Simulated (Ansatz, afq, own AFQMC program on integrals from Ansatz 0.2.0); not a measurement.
Two steps: Ansatz 0.2.0 writes the Fock matrix and Cholesky factors of the valence space, and afq projects on them the lowest state that overlaps trial and start.

```yaml
crystal:
  periodic: [false, false, false]
  atoms:
    - {symbol: Si, position_ang: [0.000000, 0.000000, 0.000000]}
    - {symbol: H, position_ang: [-0.010061, 0.947298, 0.940724]}
    - {symbol: H, position_ang: [-0.014402, -0.940773, 0.947194]}
    - {symbol: H, position_ang: [0.014402, 0.940773, -0.947194]}
    - {symbol: H, position_ang: [0.010061, -0.947298, -0.940724]}
basis:
  gaussian: {orbitals: 6-31G}
magnetization: {spin_polarized: true, initial_magnetization: 2}
correlation: {method: ccsd_t, electrons: outside_noble_gas, hamiltonian_folder: ham}
```

```sh
$ ansatz run in.yaml --threads 1 --pin off --events-out ev --progress --plain --max-ram 1382MiB
```

afq runs on the folder ham with

```
--method phaseless --trial mp1 --walkers 10 --populations 1 --least-time 40 --time-step 0.02 --steps-per-block 10 --equilibration-blocks 15 --max-blocks 100 --target-error 0.00068 --factor-cut 0.03 --start determinant --seed 43 --release-times 0.3,0.6,0.9,1.2 --release-step 0.1 --release-every 5 --taylor-order 6
```

Times are imaginary, in 1/Eh. The walk had a cap of 90 s.

```
orbitals 16  electrons 5 3  factors 25 of 268
reference energy -290.92988158 Eh
CCSD correlation -0.07815350 Eh in 10 cycles, weight of the determinant in the CISD state 0.9426
energy of the start -290.983582 Eh
 block  time / (1/Eh)  mean weight  energy / Eh
     1     0.200  1.0086  -290.989637
     2     0.400  1.0040  -290.992147
     3     0.600  1.0081  -290.992596
     4     0.800  1.0107  -290.999125
     5     1.000  0.9934  -290.995754
    11     2.200  1.0050  -291.007529
    23     4.600  1.0081  -291.002451
    35     7.000  1.0053  -291.008232
    47     9.400  1.0126  -291.007922
    59    11.800  1.0014  -291.011173
    71    14.200  0.9895  -291.013399
    83    16.600  1.0018  -291.000791
    87    17.400  1.0008  -290.998781
    95    19.000  0.9921  -291.006058
   107    21.400  0.9967  -291.019447
   115    23.000  0.9880  -291.002711
blocks merged  error / Eh  count
     1  0.000417  100
     2  0.000529  50
     4  0.000577  25
     8  0.000565  12
released: time / (1/Eh)  energy / Eh  error  mean overlap
  0.30  -291.007984  0.000882  1.0060
  0.60  -291.008052  0.001221  1.0039
  0.90  -291.007178  0.000846  1.0411
  1.20  -291.008062  0.001057  1.0321
energy -291.007111 +/- 0.000577 Eh
(rows thinned)
```

The run failed at least one of its tests; the cautions name the faults.

Against this walk (error 15.7 meV) on the same determinant: CCSD(T) 37.4 meV lower, CCSDT(Q) 47.0 meV lower, CCSDTQ 46.8 meV lower, full CI (a separate run on its own orbitals, whose frozen core shifts it by up to a few meV) 46.9 meV lower, a separate phaseless walk with a CISD trial and standard settings 42.8 ± 15.8 meV lower. The error is statistical and leaves out the bias of the constraint.

A setting was made bad on purpose (factor cut too coarse), so the walk's energy isn't to be trusted.

Cautions: constraint bias not in the error; error not settled; lower spins were not checked; full CI with its own frozen core; the sampling time fell short of the least asked; so few walkers bias the energy; the coarse factor cut changes the integrals a little; the time-step error isn't removed.

CCSDT and higher add their correlation energy to the determinant of the CCSD(T) run, since their own runs factorise the integrals more tightly (a shift of under 2 meV). A walk keeps the symmetry of its determinant, which the program's search chose and which needn't be the lowest solution, so a lower state of the same spin and another symmetry isn't excluded.
